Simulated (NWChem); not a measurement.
System: tert-butyl cation (C4H9 cation); SMILES [C+](C)(C)C

```xyz
13

C      0.3478    -1.4225     0.0023
C     -0.0007     0.0021    -0.0016
C      1.0596     1.0142     0.0038
C     -1.4084     0.4130    -0.0089
H      0.8477    -1.6319     0.9669
H      1.1307    -1.6238    -0.7452
H     -0.5000    -2.0973    -0.1226
H      0.8284     1.8202     0.7150
H      1.0180     1.5126    -0.9850
H      2.0642     0.6170     0.1572
H     -1.8852    -0.0022     0.8982
H     -1.5656     1.4916    -0.0471
H     -1.9364    -0.0930    -0.8331
```
Atoms are numbered in this order, from 1.

All runs: NWChem. Pople sets run with spherical d functions. The geometry was optimised at B3LYP/6-31G* (spherical d). Atomic charges in e: unrestrained fits to the electrostatic potential beside Mulliken populations; buried atoms are poorly determined by the fit.

For level Hartree-Fock/6-31G*:

```yaml
Mulliken C1: -0.62
ESP C2: 0.68
Mulliken C2: 0.36
Mulliken C3: -0.62
Mulliken C4: -0.62
```

Task: What are these values for level B3LYP/def2-SVP?

Result: 
- Mulliken C1 = 0.06
- ESP C2 = 0.51
- Mulliken C2 = -0.19
- Mulliken C3 = 0.06
- Mulliken C4 = 0.06
